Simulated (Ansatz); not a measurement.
## 2H MoTe2, lattice parameter c

Reference value: 13.974 Å (measured, 300 K, no zero-point or thermal correction; as tabulated in arXiv:1605.07067).

Question: Put these levels in order of the lattice parameter c that they give for 2H MoTe2, smallest first: r²SCAN (Ansatz, a quantum-chemistry and plane-wave program), r²SCAN+rVV10 (Ansatz), r²SCAN-D4 (Ansatz).

Answer: r²SCAN+rVV10 (14.176 Å), r²SCAN-D4 (14.252 Å), r²SCAN (14.731 Å)

Differences against the reference: r²SCAN +5.42 %, r²SCAN-D4 +1.99 %, r²SCAN+rVV10 +1.45 %.

The reference isn't brought to a static lattice, while the calculations are for one, so the differences are not the levels' errors alone.  r²SCAN: for a layered or molecular solid the relaxed cell lies over 5 % above the published volume, where the minimum can be shallow. r²SCAN: the cell comes from a level without a dispersion term, which matters for the spacing of layers, chains or molecules. Cutoffs differ between the levels. Ansatz's density-functional and Hartree–Fock values are scalar-relativistic unless marked +SOC, with PAW data made under PBE.

Differences are worked out from the printed values.
